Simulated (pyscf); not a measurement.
Concerted fragmentation: H₃C–O⁻ (SMILES C[O-]) + H₃C–OH (SMILES CO) -> H₂C=O (SMILES C=O) + CH₄ (SMILES C) + HO⁻ (SMILES [OH-])

Gas phase, singlet surface, charge -1. Bonds broken: C1–H3, C6–O7. Bonds formed: H3–C6. Single points on ωB97X-D3(BJ)/def2-SVPD structures (PySCF, gas phase).

Transition state (Å):

```xyz
11

C      0.4547     0.4161    -0.4893
O      1.3504     0.9778     0.2414
H     -0.4823    -0.0310     0.2742
H     -0.1837     1.0538    -1.1546
H      0.7063    -0.5496    -1.0063
C     -0.9457    -0.0733     1.6212
O     -2.2723    -1.0744     0.5434
H      0.0744     0.3930     1.7306
H     -1.7255     0.6720     1.7986
H     -1.0486    -0.9291     2.2953
H     -1.7203    -1.5635    -0.0776
```

One imaginary mode, 1236i cm⁻¹; descent along it reached the two sides named, in the forms told below.

```json
[
 {"bond": "C1–H3", "change": "breaks", "reactant side (Å)": "1.125", "saddle": "1.289", "product side": "3.1"},
 {"bond": "C6–O7", "change": "breaks", "reactant side (Å)": "1.406", "saddle": "1.981", "product side": "3.2"},
 {"bond": "H3–C6", "change": "forms", "reactant side (Å)": "3.9", "saddle": "1.425", "product side": "1.109"}
]
```

Electronic energies relative to the separated reactants (kcal/mol):

```json
[
 {"level": "ωB97X-D3(BJ)/def2-TZVPD", "barrier": "57.7", "reaction energy": "+7.1", "reverse barrier": "50.5"},
 {"level": "PBE/def2-TZVPD", "barrier": "37.8", "reaction energy": "+7.8", "reverse barrier": "30.0"},
 {"level": "r²SCAN/def2-TZVPD", "barrier": "41.9", "reaction energy": "+9.3", "reverse barrier": "32.7"},
 {"level": "B3LYP-D3(BJ)/def2-TZVPD", "barrier": "47.5", "reaction energy": "+5.5", "reverse barrier": "41.9"},
 {"level": "PBE0-D3(BJ)/def2-TZVPD", "barrier": "50.0", "reaction energy": "+11.4", "reverse barrier": "38.5"},
 {"level": "M06-2X/def2-TZVPD", "barrier": "57.5", "reaction energy": "+10.3", "reverse barrier": "47.3"},
 {"level": "ωB97M-D3(BJ)/def2-TZVPD", "barrier": "55.3", "reaction energy": "+5.8", "reverse barrier": "49.5"},
 {"level": "HF/def2-TZVPD", "barrier": "88.3", "reaction energy": "+4.7", "reverse barrier": "83.6"}
]
```

With ωB97M-D3(BJ)/def2-TZVPD energies and thermal terms (ideal gas, 1 atm, RRHO with modes under 100 cm⁻¹ raised to 100, one conformer, R ln 2 for rigid chiral ones), in kcal/mol:

```csv
T (K),ΔH‡,ΔG‡,ΔH,ΔG
298,52.7,61.7,+3.1,-5.3
600,54.0,70.3,+3.7,-14.1
900,55.1,78.3,+3.4,-23.0
1200,56.1,85.8,+2.7,-31.7
```

On the reactant side the descent ends in a bound adduct (not fully relaxed), 26.4 kcal/mol under the separated species and 84.1 kcal/mol under the saddle at ωB97X-D3(BJ)/def2-TZVPD. On the product side the descent ends in a bound adduct (not fully relaxed), 22.6 kcal/mol under the separated species and 73.2 kcal/mol under the saddle at ωB97X-D3(BJ)/def2-TZVPD. One saddle was located; it need not be the lowest between these sides.
